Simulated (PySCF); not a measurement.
Vibration and rotation of Al2

UHF-CCSD(T) constants of Al2, ³Πu (triplet), unpaired electrons σ ↑, π ↑ (Al def2-TZVPP; no relativity (PySCF 2.14); masses 26.9815 and 26.9815 u):

* ωe: 285.1 cm⁻¹
* ωexe: 1.47 cm⁻¹
* Be: 0.1689 cm⁻¹
* αe: 0.00122 cm⁻¹
* D (centrifugal): 2.37e-07 cm⁻¹
* De to Al + Al: 1.38 eV

**Question.** Give the vibrational terms G(v) and spacings up to v = 6.

**Answer.** G(v) = ωe(v+½) − ωexe(v+½)².

```json
{"v": "0", "G(v) (cm⁻¹)": "142.2", "G(v) − G(v−1)": "", "Bv (cm⁻¹)": "0.1683"}
{"v": "1", "G(v) (cm⁻¹)": "424.3", "G(v) − G(v−1)": "282.2", "Bv (cm⁻¹)": "0.1671"}
{"v": "2", "G(v) (cm⁻¹)": "703.6", "G(v) − G(v−1)": "279.2", "Bv (cm⁻¹)": "0.1658"}
{"v": "3", "G(v) (cm⁻¹)": "979.8", "G(v) − G(v−1)": "276.3", "Bv (cm⁻¹)": "0.1646"}
{"v": "4", "G(v) (cm⁻¹)": "1253.2", "G(v) − G(v−1)": "273.3", "Bv (cm⁻¹)": "0.1634"}
{"v": "5", "G(v) (cm⁻¹)": "1523.6", "G(v) − G(v−1)": "270.4", "Bv (cm⁻¹)": "0.1622"}
{"v": "6", "G(v) (cm⁻¹)": "1791.0", "G(v) − G(v−1)": "267.5", "Bv (cm⁻¹)": "0.1610"}
```

**Question.** How well does the Morse estimate ωe²/(4ωexe) reproduce De, and what is D0?

**Answer.** It gives 1.71 eV, 124 % of the computed De. D0 = De − G(0) = 1.38 − 0.02 = 1.36 eV.

Correlated steps freeze 10 core orbitals. The state is the lowest determinant that a PBE0 search found; another state may lie lower at other levels.
